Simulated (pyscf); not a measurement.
HO–SiH•–F + H₂ → HO–SiH₂–F + H• (hydrogen abstraction; doublet surface; H–H broken, H–Si formed). Single points on ωB97X-D3(BJ)/def2-SVP structures (PySCF, gas phase). Energies in kcal/mol from the separated reactants.

| level | barrier | reaction energy |
|---|---|---|
| ωB97X-D3(BJ)/def2-TZVP | 14.3 | +7.6 |
| PBE/def2-TZVP | … | … |
| r²SCAN/def2-TZVP | 13.0 | +12.3 |
| M06-2X/def2-TZVP | … | +10.2 |
| ωB97M-D3(BJ)/def2-TZVP | 14.5 | +7.7 |
| HF/def2-TZVP | 19.9 | +2.1 |

Complete the blanks.


- PBE/def2-TZVP, barrier: 12.8
- PBE/def2-TZVP, reaction energy: +11.9
- M06-2X/def2-TZVP, barrier: 18.1

The functionals in the table span 5.3 kcal/mol in this barrier, from PBE to M06-2X. This is the saddle that the search found; another between the same sides may lie lower. The angle at the transferred H is 176°.
